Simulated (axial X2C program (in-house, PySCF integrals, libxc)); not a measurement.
Which molecule gave these maps?

PBE0 fields computed with an in-house all-electron X2C program for linear molecules (integrals from PySCF), scalar-relativistic, near the equilibrium distance, one atom at z = 0.

The maps cover the half plane through the axis: z from -2.4 to 3.3 Å along the bond, ρ from 0.15 to 2.25 Å away from it (steps of 0.3 Å, the bottom row nearest the axis).

log10 of the density in e/bohr³:

digits 0 to 9 span -7.13 to 0.65 evenly
```
00112233333333222110
01123334444444332211
11233445555554443321
12334555666665544322
12345566666666654432
23445677777777765432
23456778888888765433
23456789998998876543
```

Electron localisation function (collinear form, no current term, damped to 0 at low density):

digits 0 to 9 span 0.00 to 1.00 evenly
```
00000000000000000000
00000000000000000000
00000000000000000000
00000012100122100000
00000255421355420000
00002578754688741000
00003789876789862000
00014897448118873000
```

Axial spin density in 10⁻³ e/bohr³:

digits 0 to 9 span -2.26 to 2.26 evenly, values beyond are clipped
```
55555555555555555555
55555555544455555555
55555555544455555555
55555555544555555555
55555579953799655555
55555699990999955555
55444599990999954455
55444209990999034445
```

**Question.** Which molecule is it?
A. NbH⁻
B. PS⁻
C. O₂⁺
D. CrN⁻

**Answer.** C. O₂⁺, with O at z = 0 and O at z = 1.099 Å, state M_S = 1/2, Λ = 1 (beyond evenly filled blocks: π+α), basis O dyall-av3z [7s6p3d2f] (cores contracted in-house). The state is one determinant whose occupation by symmetry is held fixed; it was picked as the lowest of a PBE0 search that is not exhaustive. Without a current term, density functionals place determinants with orbital angular momentum somewhat too high. Under one Hamiltonian the search converged a single determinant, so lower ones may well exist.
